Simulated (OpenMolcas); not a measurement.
**doublet AlH2F+, step by step**

We compute the energy (ROHF/STO-3G), then the energy (CASSCF(3,3)/STO-3G), then a single-point energy (CASPT2(3,3)/STO-3G), then the energy (SC-NEVPT2(3,3)/STO-3G), then a single-point energy (MRCI(3,3)/STO-3G) of doublet AlH2F+. 

The results are computed with OpenMolcas 26.06.

1 further run of the same task is left out (set aside as unsound or not needed).

### 1 The system as given

AlH2F+ has 4 atoms, charge +1, and is taken as a doublet. SMILES of the parent species: `[F][AlH2]`. The shape comes from GFN2-xTB, which is rough for such elements, and wasn't checked as a minimum. That shape belongs to the parent species and isn't relaxed for this state.

Bond lengths: F1–Al2 1.641 Å, Al2–H3 1.528 Å, Al2–H4 1.528 Å. Angles: F1–Al2–H3 119.2°, F1–Al2–H4 119.2°, H3–Al2–H4 121.7°.

### 2 The energy at ROHF/STO-3G (run 1)

The input, geom.xyz:

```xyz
4

F     -0.346380    -0.014980     1.565240
Al     0.008310     0.000330    -0.037310
H     -0.387000    -1.197700    -0.898540
H      0.725070     1.212360    -0.629380
```

The input, step1.input:

```
* AlFH2 Hartree-Fock

&GATEWAY
  BasLib = $CurrDir
  Coord = geom.xyz
  Basis = STO-3G
  Group = NoSym

&SEWARD

&SCF
  UHF
  Charge = 1
  Spin = 2
  Scramble = 0.25
  PrOrbitals = 1 1

&RASSCF
  FileOrb = $Project.UnaOrb
  Spin = 2
  Nactel = 1 0 0
  Inactive = 11
  Ras2 = 1
  OutOrbitals = Canonical
  OrbListing = Nothing
```

The basis set STO-3G is read from a file made from the Basis Set Exchange's data (not shown).

Started as:

```bash
$ export MOLCAS_MEM=1860
$ pymolcas step1.input > step1.log
```

Output:

```text
--- Start Module: gateway ---
[...]
--- Stop Module: gateway /rc=_RC_ALL_IS_WELL_ ---
[...]
      Basis functions           16
[...]
--- Start Module: scf ---
[...]
       Convergence after  37 Iterations
[...]
::    Total SCF energy                               -337.9670785015
[...]
      Total spin, S                                     0.5020385345
[...]
--- Stop Module: scf /rc=_RC_ALL_IS_WELL_ ---
[...]
--- Start Module: rasscf ---
[...]
      Number of active orbitals                  1
[...]
      Spin quantum number                      0.5
[...]
      Active orbitals                            1
[...]
      Number of CSFs                             1
[...]
      Number of root(s) required                 1
[...]
      Convergence after  8 iterations
[...]
      printout of CI-coefficients larger than  0.05 for root  1
      energy=    -337.966103
      conf/sym  1     Coeff  Weight
             1  u   1.00000 1.00000
      Natural orbitals and occupation numbers for root  1
      sym 1:   1.000000
      ************************************************************************************************************************
      *                                                    Final results                                                     *
[...]
::    RASSCF root number  1 Total energy:   -337.96610322
[...]
      Total electronic charge=   23.000000
      Total            charge=    1.000000
[...]
      Dipole Moment (debye):
      Origin of the operator (angstrom)=   -0.1253   -0.0054    0.5665
                   X= -1.4456E-01               Y= -6.4204E-03               Z=  6.5469E-01           Total=  6.7049E-01
      Center of Charge (angstrom)
[...]
--- Stop Module: rasscf /rc=_RC_ALL_IS_WELL_ ---
[...]
```

Wall time 3.6 s (1 thread of Arm Neoverse V1, shared host); peak memory 0.37 GiB.

### 3 A single-point energy at CASSCF(3,3)/STO-3G (run 2)

geom.xyz is that of step 2.

The input, step2.input:

```
* AlFH2 CASSCF
&GATEWAY
BasLib = $CurrDir
Coord = geom.xyz
Basis = STO-3G
Group = NoSym
&SEWARD
&RASSCF
FileOrb = $CurrDir/step1.RasOrb
Spin = 2
Nactel = 3 0 0
Inactive = 10
Ras2 = 3
OrbListing = Nothing
```

The basis set STO-3G is read from a file made from the Basis Set Exchange's data (not shown).

Started as:

```bash
$ export MOLCAS_MEM=1860
$ pymolcas step2.input > step2.log
```

Output:

```text
--- Start Module: gateway ---
[...]
--- Stop Module: gateway /rc=_RC_ALL_IS_WELL_ ---
--- Start Module: seward ---
[...]
      Basis functions           16
--- Stop Module: seward /rc=_RC_ALL_IS_WELL_ ---
--- Start Module: rasscf ---
[...]
      Number of active orbitals                  3
[...]
      Spin quantum number                      0.5
[...]
      Active orbitals                            3
[...]
      Number of CSFs                             8
[...]
      Number of root(s) required                 1
[...]
      Convergence after 37 iterations
[...]
      printout of CI-coefficients larger than  0.05 for root  1
      energy=    -337.984885
      conf/sym  111     Coeff  Weight
             1  2u0   0.99130 0.98268
             8  0u2   0.11879 0.01411
      Natural orbitals and occupation numbers for root  1
      sym 1:   1.967247   1.000727   0.032026
      ************************************************************************************************************************
      *                                                    Final results                                                     *
[...]
::    RASSCF root number  1 Total energy:   -337.98488499
[...]
      Total electronic charge=   23.000000
      Total            charge=    1.000000
[...]
      Dipole Moment (debye):
      Origin of the operator (angstrom)=   -0.1253   -0.0054    0.5665
                   X= -1.4718E-01               Y= -6.8055E-02               Z=  5.2853E-01           Total=  5.5285E-01
      Center of Charge (angstrom)
[...]
--- Stop Module: rasscf /rc=_RC_ALL_IS_WELL_ ---
[...]
```

Run time: 2.9 s. Hardware: 1 thread of Arm Neoverse V1, shared host; peak memory 0.37 GiB.

### 4 The energy at CASPT2(3,3)/STO-3G (run 3)

geom.xyz is that of step 3.

The input, step3.input:

```
* AlFH2 CASPT2

&gateway
  baslib=$CurrDir
  coord=geom.xyz
  basis=STO-3G
  group=NoSym

&seward

&rasscf
  fileorb=$CurrDir/step2.RasOrb
  spin=2
  nactel=3 0 0
  inactive=10
  ras2=3
  orblisting=Nothing

&caspt2
  imaginary=0.1
  frozen=6
```

The basis set STO-3G is read from a file made from the Basis Set Exchange's data (not shown).

Started as:

```bash
$ export MOLCAS_MEM=1860
$ pymolcas step3.input > step3.log
```

Output:

```text
--- Start Module: gateway ---
[...]
--- Stop Module: gateway /rc=_RC_ALL_IS_WELL_ ---
[...]
      Basis functions           16
[...]
--- Start Module: rasscf ---
[...]
      Number of active orbitals                  3
[...]
      Spin quantum number                      0.5
[...]
      Active orbitals                            3
[...]
      Number of CSFs                             8
[...]
      Number of root(s) required                 1
[...]
      Convergence after  4 iterations
[...]
      printout of CI-coefficients larger than  0.05 for root  1
      energy=    -337.984885
      conf/sym  111     Coeff  Weight
             1  2u0   0.99130 0.98268
             8  0u2   0.11879 0.01411
      Natural orbitals and occupation numbers for root  1
      sym 1:   1.967247   1.000727   0.032026
      ************************************************************************************************************************
      *                                                    Final results                                                     *
[...]
::    RASSCF root number  1 Total energy:   -337.98488499
[...]
      Total electronic charge=   23.000000
      Total            charge=    1.000000
[...]
      Dipole Moment (debye):
      Origin of the operator (angstrom)=   -0.1253   -0.0054    0.5665
                   X= -1.4716E-01               Y= -6.8083E-02               Z=  5.2857E-01           Total=  5.5288E-01
      Center of Charge (angstrom)
[...]
--- Stop Module: rasscf /rc=_RC_ALL_IS_WELL_ ---
--- Start Module: caspt2 ---
[...]
 ###    WARNING: User changed nr of frozen orbitals.                         ###
 ###############################################################################
[...]
      E2 (Variational):          -0.0238390104
      Total energy:            -338.0087240053
[...]
      Reference weight:           0.98715
[...]
::    CASPT2 Root  1     Total energy:   -338.00872401
[...]
--- Stop Module: caspt2 /rc=_RC_ALL_IS_WELL_ ---
[...]
```

Run time: 2.1 s. Hardware: 1 thread of Arm Neoverse V1, shared host; peak memory 0.37 GiB.

### 5 The energy at SC-NEVPT2(3,3)/STO-3G (run 4)

geom.xyz is that of step 4.

The input, step4.inp:

```
&GATEWAY
  BasLib
  $CurrDir
  Coord
  geom.xyz
  Basis
  STO-3G
  Group
  NoSym

&SEWARD

&RASSCF
  FileOrb
  $CurrDir/step2.RasOrb
  Spin
  2
  Nactel
  3 0 0
  Inactive
  10
  Ras2
  3
  OrbListing
  Nothing

&CASPT2
  SC-NEVPT2
  Frozen
  6
```

The basis set STO-3G is read from a file made from the Basis Set Exchange's data (not shown).

Started as:

```bash
$ export MOLCAS_MEM=1860
$ pymolcas step4.inp > step4.log
```

Output:

```text
--- Start Module: gateway ---
[...]
--- Stop Module: gateway /rc=_RC_ALL_IS_WELL_ ---
[...]
      Basis functions           16
[...]
--- Start Module: rasscf ---
[...]
      Number of active orbitals                  3
[...]
      Spin quantum number                      0.5
[...]
      Active orbitals                            3
[...]
      Number of CSFs                             8
[...]
      Number of root(s) required                 1
[...]
      Convergence after  4 iterations
[...]
      printout of CI-coefficients larger than  0.05 for root  1
      energy=    -337.984885
      conf/sym  111     Coeff  Weight
             1  2u0   0.99130 0.98268
             8  0u2   0.11879 0.01411
      Natural orbitals and occupation numbers for root  1
      sym 1:   1.967247   1.000727   0.032026
      ************************************************************************************************************************
      *                                                    Final results                                                     *
[...]
::    RASSCF root number  1 Total energy:   -337.98488499
[...]
      Total electronic charge=   23.000000
      Total            charge=    1.000000
[...]
      Dipole Moment (debye):
      Origin of the operator (angstrom)=   -0.1253   -0.0054    0.5665
                   X= -1.4716E-01               Y= -6.8083E-02               Z=  5.2857E-01           Total=  5.5288E-01
      Center of Charge (angstrom)
[...]
--- Stop Module: rasscf /rc=_RC_ALL_IS_WELL_ ---
--- Start Module: caspt2 ---
[...]
 ###    WARNING: User changed nr of frozen orbitals.                         ###
 ###############################################################################
[...]
      E2 (Variational):          -0.0221954267
[...]
      E2 (Variational):          -0.0220492087
      Total energy:            -338.0069342036
[...]
      Reference weight:           0.98929
[...]
::    SC-NEVPT2 Root  1     Total energy:   -338.00693420
[...]
--- Stop Module: caspt2 /rc=_RC_ALL_IS_WELL_ ---
[...]
```

Wall time 2.1 s (1 thread of Arm Neoverse V1, shared host); peak memory 0.37 GiB.

### 6 A single-point energy at MRCI(3,3)/STO-3G (run 5)

geom.xyz is that of step 5.

The input, step5.inp:

```
* AlFH2 MRCI

&GATEWAY
 BASLIB = $CurrDir
 COORD = geom.xyz
 BASIS = STO-3G
 GROUP = NoSym

&SEWARD

&RASSCF
 FILEORB = $CurrDir/step2.RasOrb
 SPIN = 2
 NACTEL = 3 0 0
 INACTIVE = 10
 RAS2 = 3
 ORBLISTING = Nothing

&MOTRA
 LUMORB
 FROZEN = 6

&GUGA
 ELECTRONS = 11
 SPIN = 2
 INACTIVE = 4
 ACTIVE = 3
 CIALL = 1

&MRCI
 SDCI
```

The basis set STO-3G is read from a file made from the Basis Set Exchange's data (not shown).

Started as:

```bash
$ export MOLCAS_MEM=1860
$ pymolcas step5.inp > step5.log
```

Output:

```text
--- Start Module: gateway ---
[...]
--- Stop Module: gateway /rc=_RC_ALL_IS_WELL_ ---
[...]
      Basis functions           16
[...]
      Number of active orbitals                  3
[...]
      Spin quantum number                      0.5
[...]
      Active orbitals                            3
[...]
      Number of CSFs                             8
[...]
      Number of root(s) required                 1
[...]
      Convergence after  4 iterations
[...]
      printout of CI-coefficients larger than  0.05 for root  1
      energy=    -337.984885
      conf/sym  111     Coeff  Weight
             1  2u0   0.99130 0.98268
             8  0u2   0.11879 0.01411
      Natural orbitals and occupation numbers for root  1
      sym 1:   1.967247   1.000727   0.032026
      ************************************************************************************************************************
      *                                                    Final results                                                     *
[...]
::    RASSCF root number  1 Total energy:   -337.98488499
[...]
      Dipole Moment (debye):
      Origin of the operator (angstrom)=   -0.1253   -0.0054    0.5665
                   X= -1.4716E-01               Y= -6.8083E-02               Z=  5.2857E-01           Total=  5.5288E-01
      Center of Charge (angstrom)
[...]
      *** WARNING: Default frozen orbitals is overwritten by user input.
      *** Default values:   3
[...]
--- Start Module: guga ---
[...]
--- Stop Module: guga /rc=_RC_ALL_IS_WELL_ ---
--- Start Module: mrci ---
[...]
       (But an ACPF correction will be computed)
       USE THE DEFAULT ACPF G-VALUE GFAC=  0.18181818181818182
[...]
                      CI ENERGY:  -338.02783582
[...]
                ACPF CORRECTION:    -0.00365565
[...]
      Total electronic charge=   23.000000
      Total            charge=    1.000000
[...]
     ACPF CORRECTION:     -0.00365565
[...]
  CI State   1     Total energy:   -338.02783582     QDav:     -0.00455415     QACPF:     -0.00365565
[...]
--- Stop Module: mrci /rc=_RC_ALL_IS_WELL_ ---
[...]
```

It took 2.4 s on 1 thread of Arm Neoverse V1, shared host; peak memory 0.37 GiB.

### 7 Outcome

| quantity | value |
| --- | --- |
| run 1, ROHF/STO-3G: total energy | -337.96610 Eh |
| run 2, CASSCF(3,3)/STO-3G | no result (a known fault or a wrong state: its values are left out) |
| run 3, CASPT2(3,3)/STO-3G | no result (a known fault or a wrong state: its values are left out) |
| run 4, SC-NEVPT2(3,3)/STO-3G | no result (a known fault or a wrong state: its values are left out) |
| run 5, MRCI(3,3)/STO-3G | no result (a known fault or a wrong state: its values are left out) |

What this shows: Mulliken charges (run 1, ROHF/STO-3G) run from -0.13 on H3 to +1.07 on Al2; they depend strongly on the basis. 4 of the 5 runs ended normally but are set aside, since settings or state are in doubt.
